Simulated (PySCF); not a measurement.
These 5 structures share the formula C5H10O. Method: PySCF 2.14.0, PBE0-D3(BJ)/def2-SVP geometry optimisation, gas phase. Energies are electronic, without zero-point or thermal terms, for one conformer each. No frequencies were run at this level. Point groups hold within 0.08 Å.

Problem. Order them by energy at this level, lowest first, and give relative energies in kcal/mol.
A. `[CH2:1]=[C:2]([CH2:3][CH3:4])[CH2:5][OH:6]` with C1–C2–C3–C4 98°, C1–C2–C5–O6 -12°, C2–C5–O6–H -58°
B. `[CH3:1][CH2:2][CH2:3][C:4]([CH3:5])=[O:6]` with C1–C2–C3–C4 179°, C2–C3–C4–C5 178°
C. `[CH3:1][CH2:2][C:3](=[O:4])[CH2:5][CH3:6]` with C1–C2–C3–O4 10°, C2–C3–C5–C6 -169°
D. `[CH3:1][CH:2]([CH3:3])[CH2:4][CH:5]=[O:6]` with C1–C2–C4–C5 -166°, C2–C4–C5–O6 4°
E. `[CH3:1]/[CH:2]=[C:3](\[CH3:4])[O:5][CH3:6]` with C2–C3–O5–C6 0°

Solution. C (0.0), B (1.0), D (7.1), A (23.1), E (23.5).

As drawn, the lowest has a C=O bond, which the highest lacks; the highest has a C=C bond outside aromatic rings, which the lowest lacks. Neighbours under 2.5 kcal/mol apart (CCC(=O)CC and CCCC(C)=O; C=C(CC)CO and C/C=C(\C)OC) can change places with a better method, another conformer or zero-point energy.

| SMILES | E (Eh) | E rel (kcal/mol) | dipole (D) | point group | A, B, C (MHz) |
| --- | --- | --- | --- | --- | --- |
| CCC(=O)CC | -271.27419 | 0.0 | 2.59 | C2 | 8928, 1965, 1683 |
| CCCC(C)=O | -271.27255 | 1.0 | 2.66 | – | 8430, 1802, 1541 |
| CC(C)CC=O | -271.26280 | 7.1 | 2.41 | C1 | 6258, 2270, 1902 |
| C=C(CC)CO | -271.23741 | 23.1 | 1.72 | C1 | 5844, 2222, 1851 |
| C/C=C(\C)OC | -271.23669 | 23.5 | 0.58 | near Cs | 5403, 2590, 1811 |

Problem. As an exercise, what shares would exp(−E/RT) give at 1000 K from these electronic energies alone (no entropy, no degeneracies)?

Solution. RT = 1.987 kcal/mol: CCC(=O)CC 61.6 %, CCCC(C)=O 36.7 %, CC(C)CC=O 1.7 %, C=C(CC)CO under 0.1 %, C/C=C(\C)OC under 0.1 %.
